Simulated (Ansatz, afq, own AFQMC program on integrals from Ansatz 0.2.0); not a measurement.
Two steps: Ansatz 0.2.0 writes the Fock matrix and Cholesky factors of the valence space, and afq projects on them the lowest state that overlaps trial and start.

```yaml
crystal:
  periodic: [false, false, false]
  atoms:
    - {symbol: N, position_ang: [0.000000, 0.000000, 0.000000]}
    - {symbol: N, position_ang: [0.000000, 0.000000, 1.089486]}
basis:
  gaussian: {orbitals: 6-31G}
magnetization: {spin_polarized: true, initial_magnetization: 2}
correlation: {method: ccsd_t, electrons: outside_noble_gas, hamiltonian_folder: ham}
```

```sh
$ ansatz run in.yaml --threads 1 --pin off --events-out ev --progress --plain --max-ram 1843MiB
```

Options of the walk:

```
--method phaseless --trial cisd --walkers 190 --populations 1 --least-time 40 --time-step 0.005 --steps-per-block 50 --equilibration-blocks 28 --max-blocks 300 --target-error 0.00038 --factor-cut 1e-05 --start spin_pure --seed 6108 --release-times 0.24,0.51,0.99,1.62,2.4 --release-step 0.03 --release-every 4 --taylor-order 6
```

Times are imaginary, in 1/Eh. The walk had a cap of 533 s.

```
orbitals 16  electrons 6 4  factors 95 of 268
reference energy -108.59068183 Eh
CCSD correlation -0.20699352 Eh in 10 cycles, weight of the determinant in the CISD state 0.9041
energy of the start -108.797087 Eh
 block  time / (1/Eh)  mean weight  energy / Eh
     1     0.250  1.0001  -108.795369
     2     0.500  0.9999  -108.797602
     3     0.750  1.0005  -108.802556
     4     1.000  0.9986  -108.804139
     5     1.250  1.0003  -108.802563
    10     2.500  1.0007  -108.807595
    29     7.250  0.9992  -108.809105
    49    12.250  0.9993  -108.806281
    69    17.250  1.0000  -108.805622
    81    20.250  1.0018  -108.795140
    89    22.250  1.0005  -108.805956
   109    27.250  0.9994  -108.804710
   129    32.250  1.0010  -108.802917
   149    37.250  1.0012  -108.805373
   169    42.250  1.0018  -108.802986
   173    43.250  0.9999  -108.810003
   189    47.250  1.0001  -108.805895
   197    49.250  1.0003  -108.803836
blocks merged  error / Eh  count
     1  0.000305  170
     2  0.000338  85
     4  0.000327  42
     8  0.000333  21
    16  0.000313  10
released: time / (1/Eh)  energy / Eh  error  mean overlap
  0.24  -108.805436  0.000592  1.0013
  0.51  -108.805596  0.000550  1.0009
  0.99  -108.805939  0.000440  1.0055
  1.62  -108.805676  0.000450  1.0137
  2.40  -108.805834  0.000674  1.0239
energy -108.803390 +/- 0.000333 Eh
(rows thinned)
```

Problem. Estimate how long the walk took on 1 thread of Arm Neoverse V2, on a shared host.

Solution. 110 s of wall time.

The run passed its tests (sampling time, drift between the halves within three errors, error under three times the target), which doesn't prove that it has relaxed.

Against this walk (error 9.1 meV) on the same determinant: CCSD(T) 37.3 meV lower, CCSDT(Q) 92.1 meV lower, CCSDTQ 89.2 meV lower, full CI (a separate run on its own orbitals, whose frozen core shifts it by up to a few meV) 94.4 meV lower. The error is statistical and leaves out the bias of the constraint. Released to 1.62 1/Eh the energy lies 62 ± 15 meV (both errors) below the phaseless value, which shows part or all of the bias of the constraint, and full CI lies 32.2 meV below the released value. Full CI is exact here, so the walk's 94 meV above it is the walk's own error: the bias of the constraint with this trial.

Cautions: constraint bias not in the error; another spin lies lower (by 8.01 eV); the search met a lower determinant of the same kind, perhaps of another symmetry (863 meV lower), and this one is a saddle point; the CCSD(T) amplitudes may be one of several solutions (largest double 0.12); the CCSDT(Q) amplitudes may be one of several solutions (largest double 0.13); the CCSDTQ amplitudes may be one of several solutions (largest double 0.13); the released energy hasn't reached full CI (32 meV above it at 1.62 1/Eh, later times being too noisy to tell); a state of other symmetry lies lower (by 30 meV); full CI with its own frozen core.

CCSDT and higher add their correlation energy to the determinant of the CCSD(T) run, since their own runs factorise the integrals more tightly (a shift of under 2 meV). A walk keeps the symmetry of its determinant, which the program's search chose and which needn't be the lowest solution, so a lower state of the same spin and another symmetry isn't excluded.
